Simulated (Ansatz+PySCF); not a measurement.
**singlet CHO2(-): levels of theory in one basis**

```yaml
atoms:
  - { symbol: C, position_ang: [0.0000, 0.0000, -0.3298] }
  - { symbol: O, position_ang: [0.0000, 1.2225, 0.2231] }
  - { symbol: O, position_ang: [0.0000, -1.2225, 0.2231] }
  - { symbol: H, position_ang: [0.0000, 0.0000, -1.5909] }
```

Basis set: def2-SVP (spherical functions). Correlated methods keep 3 orbitals frozen. Charge -1, multiplicity 1.

Computed with Ansatz (development build ahead of 0.2.0); each method stands on the lowest determinant of its kind that the runs found. NEVPT2 correlates all electrons. Active spaces start from the frontier orbitals, and the lowest solution found is given.

```
        method  E − E(RHF) (eV)  <S²> of the determinant
           RHF             0.00                     0.00
       RHF-MP2           -14.04                        –
      RHF-CCSD           -14.17                        –
   CASSCF(4,3)            -0.72                        –
SC-NEVPT2(4,3)           -14.47                        –
```

Problem. What does RHF-CCSD(T) give on the same scale?

Solution. -14.69 eV.

Problem. Is a single determinant a sound starting point here?

Solution. By this sign, yes. Unrestricted orbitals gain 0.00 eV and <S²> is 0.00 against 0.00 for a pure state. The CASSCF(4,3) natural occupations are 1.99, 1.95, 0.06.

Caution: no diffuse functions for an anion. Caution for CASSCF(4,3), SC-NEVPT2(4,3): other starts end on other solutions of this active space.
